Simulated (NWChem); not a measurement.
The numbers come from NWChem runs, not from measurements. System: CH3O (+1), charge 1, spin multiplicity 1, at a geometry optimised with B3LYP/def2-SVP. The structure started from a generated list of species. Level: TD-PBE0/6-31G* (spherical d).

NWChem printed:

```
             Northwest Computational Chemistry Package (NWChem) 7.3.0
             --------------------------------------------------------

                                NWChem Input Module
                                -------------------

 Scaling coordinates for geometry "geometry" by  1.889725989
 (inverse scale =  0.529177249)

                             Geometry "geometry" -> ""
                             -------------------------

 Output coordinates in angstroms (scale by  1.889725989 to convert to a.u.)

  No.       Tag          Charge          X              Y              Z
 ---- ---------------- ---------- -------------- -------------- --------------
    1 C                    6.0000     0.59347300    -0.19295800     0.00000000
    2 O                    8.0000    -0.55671700     0.28329200     0.00000000
    3 H                    1.0000     1.42027600     0.53608900     0.00000000
    4 H                    1.0000     0.77679100    -1.28192300     0.00000000
    5 H                    1.0000    -1.30416500    -0.36275800     0.00000000

 Effective nuclear repulsion energy (a.u.)      36.9852249256

            Nuclear Dipole moment (a.u.)
            ----------------------------
        X                 Y               Z
 ---------------- ---------------- ----------------
     0.0000075589    -0.0000075589     0.0000000000


 Summary of "ao basis" -> "" (spherical)
 ------------------------------------------------------------------------------
       Tag                 Description            Shells   Functions and Types
 ---------------- ------------------------------  ------  ---------------------
 *                           6-31g*                   on all atoms

                                 NWChem DFT Module
                                 -----------------

 Summary of "ao basis" -> "ao basis" (spherical)
 ------------------------------------------------------------------------------
       Tag                 Description            Shells   Functions and Types
 ---------------- ------------------------------  ------  ---------------------
 C                           6-31g*                  6       14   3s2p1d
 O                           6-31g*                  6       14   3s2p1d
 H                           6-31g*                  2        2   2s

 Summary of "ao basis" -> "ao basis" (spherical)
 ------------------------------------------------------------------------------
[...]
     Dipole Oscillator Strength                    0.2749388440
     Electric Quadrupole                           0.0000032410
     Magnetic Dipole                               0.0000029526
     Total Oscillator Strength                     0.2749450376

          sigma_e =   1.7406 Angstrom
          sigma_h =   1.2702 Angstrom
         |d_h->e| =   1.0820 Angstrom
            d_exc =   2.4084 Angstrom
            d_CD1 =   1.5524 Angstrom
            d_CD2 =  -0.4234 Angstrom
            d_CD3 =   3.4904 Angstrom
     Pearson C.C. =   0.0030

     Occ.    8  a   ---  Virt.   11  a   -0.99480 X
  ----------------------------------------------------------------------------
  Root   8 singlet a              0.553519980 a.u.               15.0621 eV
  ----------------------------------------------------------------------------
     Transition Moments    X  0.59938   Y -0.11765   Z  0.00000
     Transition Moments   XX  0.63885  XY -0.11853  XZ  0.00000
     Transition Moments   YY  1.10056  YZ -0.00000  ZZ  0.09931
     Dipole Oscillator Strength                    0.1376776909
     Electric Quadrupole                           0.0000002395
     Magnetic Dipole                               0.0000031286
     Total Oscillator Strength                     0.1376810590

          sigma_e =   1.7451 Angstrom
          sigma_h =   1.2461 Angstrom
         |d_h->e| =   0.4902 Angstrom
            d_exc =   2.2186 Angstrom
            d_CD1 =   0.9893 Angstrom
            d_CD2 =  -1.0054 Angstrom
            d_CD3 =   2.7088 Angstrom
     Pearson C.C. =  -0.0192

     Occ.    6  a   ---  Virt.   10  a   -0.44634 X
     Occ.    6  a   ---  Virt.   11  a   -0.08587 X
     Occ.    7  a   ---  Virt.    9  a   -0.06180 X
     Occ.    8  a   ---  Virt.   12  a    0.84848 X
     Occ.    8  a   ---  Virt.   13  a    0.24822 X
  ----------------------------------------------------------------------------
  Root   9 singlet a              0.565890189 a.u.               15.3987 eV
  ----------------------------------------------------------------------------
     Transition Moments    X -0.67687   Y  0.35196   Z -0.00000
     Transition Moments   XX -0.40301  XY  0.06681  XZ -0.00000
     Transition Moments   YY -0.73623  YZ  0.00000  ZZ -0.07855
     Dipole Oscillator Strength                    0.2195739251
     Electric Quadrupole                           0.0000001087
     Magnetic Dipole                               0.0000000017
     Total Oscillator Strength                     0.2195740355

          sigma_e =   1.6976 Angstrom
          sigma_h =   1.1790 Angstrom
         |d_h->e| =   1.1391 Angstrom
            d_exc =   2.3799 Angstrom
            d_CD1 =   1.6577 Angstrom
            d_CD2 =  -0.2992 Angstrom
            d_CD3 =   3.5190 Angstrom
     Pearson C.C. =  -0.0236

     Occ.    4  a   ---  Virt.   10  a    0.06916 X
     Occ.    6  a   ---  Virt.   10  a   -0.88351 X
     Occ.    7  a   ---  Virt.    9  a    0.06552 X
     Occ.    8  a   ---  Virt.   10  a    0.08435 X
     Occ.    8  a   ---  Virt.   12  a   -0.43302 X
     Occ.    8  a   ---  Virt.   13  a   -0.05735 X
  ----------------------------------------------------------------------------
  Root  10 singlet a              0.572540947 a.u.               15.5796 eV
  ----------------------------------------------------------------------------
     Transition Moments    X -0.00000   Y  0.00000   Z  0.05708
     Transition Moments   XX -0.00000  XY -0.00000  XZ  0.19687
     Transition Moments   YY -0.00000  YZ -0.02890  ZZ -0.00000
     Dipole Oscillator Strength                    0.0012436890
     Electric Quadrupole                           0.0000000396
     Magnetic Dipole                               0.0000000270
     Total Oscillator Strength                     0.0012437556

          sigma_e =   1.6704 Angstrom
          sigma_h =   0.9356 Angstrom
         |d_h->e| =   1.3437 Angstrom
            d_exc =   2.3486 Angstrom
            d_CD1 =   2.0786 Angstrom
            d_CD2 =   0.0407 Angstrom
            d_CD3 =   3.6922 Angstrom
     Pearson C.C. =  -0.0143

     Occ.    4  a   ---  Virt.    9  a   -0.33974 X
     Occ.    7  a   ---  Virt.   11  a    0.93854 X

              Target root =      1
          Target symmetry = none
      Ground state energy =   -114.648472085984
        Excitation energy =      0.224660349903
     Excited state energy =   -114.423811736081

  stored tddft:energy   -114.42381173608076

 Task  times  cpu:       15.0s     wall:       15.0s

 Total times  cpu:       15.0s     wall:       15.0s
```

Write an NWChem input that would produce this output.

Several could match; the one computed here: 
```
start mol
memory heap 200 mb stack 900 mb global 1100 mb
charge 1
geometry units angstroms nocenter noautoz noautosym
  C      0.593473    -0.192958     0.000000
  O     -0.556717     0.283292     0.000000
  H      1.420276     0.536089     0.000000
  H      0.776791    -1.281923     0.000000
  H     -1.304165    -0.362758     0.000000
end
basis spherical
  * library 6-31g*
end
dft
  xc pbe0
  semidirect memsize 60000000 filesize 0
  iterations 100
end
tddft
  rpa
  nroots 10
  notriplet
end
task tddft energy
```
